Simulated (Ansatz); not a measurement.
Basis-set extrapolation for C4H6O, SMILES `C#CCOC` (PBE0-D4/def2-TZVP geometry, frozen core, the Gaussian-basis code of Ansatz). Multiplicity 1, RHF reference.

```json
{"": "HF", "def2-TZVPP": "-229.828360", "def2-QZVPP": "-229.838813"}
{"": "MP2 correlation", "def2-TZVPP": "-0.880713", "def2-QZVPP": "-0.940978"}
{"": "CCSD(T) correlation", "def2-TZVPP": "-0.952081", "def2-QZVPP": "not run"}
```

Energies in hartree. Use E(X) = E(∞) + A·exp(−7.88·√X) for Hartree–Fock and E(X) = E(∞) + B·X^(−2.97) for correlation, with X = 3 and 4, and add CCSD(T) minus MP2 of the smaller set to the MP2 limit.

Problem. What is the CCSD(T) energy at the basis-set limit?

Solution. HF limit: -229.838813 + (-0.010453) × 0.13774 = -229.84025. MP2 limit: -0.940978 + (-0.060265) × 0.74074 = -0.98562. Higher-order term: -0.952081 − (-0.880713) = -0.07137. Total: -230.89724 hartree, 306.7 kJ/mol below CCSD(T)/def2-TZVPP.
